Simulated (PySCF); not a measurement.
C3H8FN (charge +1 and doublet state).
Cartesian coordinates in Å at the GFN2-xTB level; atoms count from 1:
```xyz
13
C3H8FN angstrom
N      2.017   -0.209   -0.147
C      0.693   -0.455    0.192
C     -0.311    0.582   -0.268
C     -1.750    0.148    0.009
F     -1.787   -0.611    1.145
H      2.275    0.561   -0.748
H      2.757   -0.791    0.219
H      0.387   -1.461   -0.175
H      0.603   -0.617    1.289
H     -0.199    0.814   -1.330
H     -0.117    1.513    0.280
H     -2.157   -0.476   -0.796
H     -2.417    1.002    0.161
```

The hyperfine couplings belong to this conformer and change with its torsions.

Identity: `[NH2+]CCCF` [radical] (charge +1).

Method: UKS B3LYP, pcH-1 on C F H N, non-relativistic, mean-field spin-orbit, GIAO (PySCF). Geometry: GFN2-xTB, one conformer, isolated ion. Couplings are sensitive to structure, and on GFN2-xTB geometries they can be far from those on DFT ones, by a factor of two or more for some ions and for spin on atoms past the first row. Stability of the SCF solution: not tested.

The isotropic 1H couplings, averaged over equivalent nuclei, are +302.1, -61.6, -59.4, +17.9, +0.5 MHz. Assign them to H6; H7; H8/H9; H10/H11; H12/H13.

| site | a_iso (MHz) | ρ(0) (bohr⁻³) | position | distance from N1 (Å) | bound to | spin population there | largest \|T\| (MHz) |
| --- | --- | --- | --- | --- | --- | --- | --- |
| H6 | -61.6 | -0.0138 | 1 bond from N1 | 1.01 | N1 | +0.82 | 55.7 |
| H7 | -59.4 | -0.0133 | 1 bond from N1 | 1.01 | N1 | +0.82 | 55.2 |
| H8/H9 | +302.1 | +0.0676 | 2 bonds from N1 | 2.06 | C2 | -0.02 | 17.4 |
| H10/H11 | +17.9 | +0.0040 | 3 bonds from N1 | 2.74 | C3 | 0.00 | 5.7 |
| H12/H13 | +0.5 | +0.0001 | 4 bonds from N1 | 4.42 | C4 | 0.00 | 2.3 |

ρ(0) is the spin density at the nucleus and T the dipolar tensor; entries for several nuclei are means. The Mulliken spin populations are largest on N1 (+0.82), H8 (+0.13) and H9 (+0.10). No atom but N1 exceeds +0.15. The angles at N1 add up to 360.0°, so it is planar; its axial dipolar tensor and the negative couplings of its protons fit spin in a p orbital normal to that plane.

Examples of negative spin density at the nucleus (bohr⁻³): C2 (-0.0367), H6 (-0.0138) and H7 (-0.0133).

Class means assume fast exchange of nuclei equivalent by connectivity; if that motion is slow, each nucleus keeps its own coupling. H6 and H7 aren't averaged: N1 is flat or nearly so (angle sum 360°), and its turn about the short N1–C2 bond (1.39 Å) is taken as slow. The 1H value of +302.1 MHz is a mean of couplings from 261.5 to 342.6 MHz in this one geometry, not an average over conformers. The 1H value of +17.9 MHz is a mean of couplings from 8.9 to 26.9 MHz in this one geometry, not an average over conformers.
